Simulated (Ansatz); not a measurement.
## How far a parabola holds: energy against volume of bcc V

bcc V was calculated with LDA in Ansatz (plane waves, PAW). Settings: plane-wave cutoff 520 eV, 26×26×26 k mesh, Fermi–Dirac smearing 0.05 eV, no spin polarisation, scalar-relativistic PAW data made under PBE. The cell has no free parameter but its volume, all volumes share cutoff and mesh, and the runs aren't spin-polarised. Energies are free energies at the run's smearing, counted from the lowest row; static lattice.

```csv
V (Å³/atom),E (meV/atom)
11.776,?
12.027,13.90
12.277,3.36
12.528,0.00
12.779,3.17
13.029,12.29
```

Fit E of the 5 rows that show it with a parabola. With u = V - 12.5, the rows have u = -0.4730, -0.2230, 0.0280, 0.2790, 0.5290. Least squares gives E = 0.064 - 4.285·u + 52.221·u². Residuals (row less fit): 0.126, -0.256, 0.015, 0.237, -0.121; standard error 0.276 (degrees of freedom: 2). The fitted curve has its minimum at V = 12.5, where E = -0.02. Its curvature is d²E/dV² = 2 × 52.221 meV/Å⁶, so B = V0·d²E/dV² × 0.1602 = 210 GPa.

Q: Estimate the missing E (V = 11.776); what did the run itself give?

A: u = -0.7240, so E = 0.064 - 4.285 × (-0.7240) + 52.221 × (-0.7240)² = 30.539 meV/atom. The calculation gives 32.34 meV/atom, 1.801 meV/atom above the prediction (5.6 % of the range of E in the table). The row lies outside the fitted rows, so this is an extrapolation. From the scatter of the fitted rows alone, a prediction at this place has a standard error of 0.654 meV/atom, so the miss is 2.8 times that.

The residuals are curvature that a parabola lacks, not noise. A solid that stiffens under compression and softens on expansion lies above the parabola at the compressed end and under it at the expanded end, as this row does. A third-order Birch-Murnaghan fit to the whole scan has B0 = 209 GPa. Only scans are tabulated whose curvature falls smoothly with volume, and where the parabola meets the shown rows within 5 % of their range and misses the end by 0.1 meV or more.

Measured, for comparison: bulk modulus 161 GPa (corrected for temperature and zero-point phonon effects, sources range from 159 to 166; as tabulated in Levämäki et al. (2014), arXiv:1402.3671). Computed less measured: bulk modulus +30 % (+26 % to +31 % over the range).

Ansatz is a quantum-chemistry and plane-wave program.
